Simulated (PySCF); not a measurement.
**HCN + H₂O → CO + NH₃**

Level: PBE in the def2-TZVP basis family, all electrons, no relativity, computed in PySCF with density fitting; open shells unrestricted.

```tsv
species	state and structure	E (Eh)	ZPE (kJ/mol)	H(298 K) − H(0) (kJ/mol)	S° (J/(mol K))
HCN	singlet, C∞v, C–H 1.076 Å, C–N 1.158 Å; H–C–N 180.0°	-93.34719	41.6	9.2	201.7
H₂O	singlet, C2v, O–H 0.971 Å (×2); H–O–H 104.3°	-76.37680	54.3	9.9	189.0
CO	singlet, C∞v, C–O 1.136 Å	-113.23434	12.7	8.7	197.7
NH₃	singlet, C3v, N–H 1.022 Å (×3); H–N–H 106.3° (×3)	-56.50811	87.7	10.0	192.7
```

Q: What is the electronic reaction energy?

A: At PBE/def2-TZVP, ΔE = -48.5 kJ/mol from the differences of the total energies times 2625.5, downhill. 

Q: Add zero-point, thermal and entropy terms for 298.15 K and 1 bar.

A: ΔZPE = 4.5 and Δ[H(298) − H(0)] = -0.4 kJ/mol give ΔH° = -44.4 kJ/mol. ΔS° = -0.3 J/(mol K), so ΔG° = -44.4 − 298.15 × (-0.0003) = -44 kJ/mol and log₁₀K = 7.8.

Each species is the lowest minimum found with this bonding; other isomers or fragments can lie lower.
